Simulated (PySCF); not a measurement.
## Molecular orbitals of BO

M06-2X at R = 1.203 Å; PySCF, no relativity, basis sets B cc-pVTZ, O cc-pVTZ. State: ²Σ⁺ (doublet), unpaired electrons σ ↑. Only the outer orbitals are listed, counted within each symmetry.

```csv
spin,orbital,occ.,ε (eV),on B (%),main shells (%)
α,3σ,1,-30.63,25,"71 O s, 12 B s, 11 B p"
α,4σ,1,-14.60,22,"64 O p, 19 B s, 13 O s"
α,1π,1,-12.20,28,"71 O p, 26 B p"
α,1π,1,-12.20,28,"71 O p, 26 B p"
α,5σ,1,-11.01,91,"54 B s, 37 B p, 8 O p"
α,2π,0,0.75,82,"77 B p, 18 O p"
α,2π,0,0.75,82,"77 B p, 18 O p"
β,3σ,1,-30.59,24,"73 O s, 11 B p, 11 B s"
β,4σ,1,-14.15,17,"70 O p, 13 O s, 13 B s"
β,1π,1,-12.23,22,"77 O p, 20 B p"
β,1π,1,-12.23,22,"77 O p, 20 B p"
β,5σ,0,-7.27,102,"61 B s, 35 B p"
β,2π,0,0.45,91,"82 B p, 10 B d, 8 O p"
β,2π,0,0.45,91,"82 B p, 10 B d, 8 O p"
```

**Question.** Which are the highest filled and the lowest empty level, where do they sit, and how wide is the gap?

**Answer.** Highest filled α 5σ at -11.01 eV (in %: 54 B s, 37 B p, 8 O p); lowest empty β 5σ at -7.27 eV (in %: 61 B s, 35 B p); the gap at M06-2X is 3.74 eV.

| Property | Result |
| --- | --- |
| bond order (Mayer) | 2.53 |
| ⟨S²⟩ | 0.763 |
| charge on B (Mulliken, basis-dependent) | 0.18 |
| charge on B (Löwdin, basis-dependent) | -0.05 |
| dipole moment (positive dipole means B(−)O(+)) | -2.47 D |

Shares are Mulliken populations and can fall outside 0 to 100 %.

The state was picked by a PBE0 search and need not be the measured ground state.
